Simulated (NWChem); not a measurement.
Molecule: CS; SMILES [C-]#[S+]

Results from NWChem. Pople sets run with spherical d functions. Each level has its own optimisation; frequencies are unscaled.

```tsv
level	r C–S (Å)	highest harmonic frequency (cm⁻¹)	zero-point energy (kcal/mol)	dipole (D)
Hartree-Fock/3-21G	1.563	1285	1.8	0.85
B3LYP/6-31G*	___	1292	1.8	___
Hartree-Fock/6-31G*	1.519	1429	2.0	1.35
PBE0-D3(BJ)/def2-TZVP	1.529	1334	1.9	1.93
```

Task: What belongs in the gaps?

Result: 
- B3LYP/6-31G*, r C–S (Å): 1.547
- B3LYP/6-31G*, dipole (D): 1.52
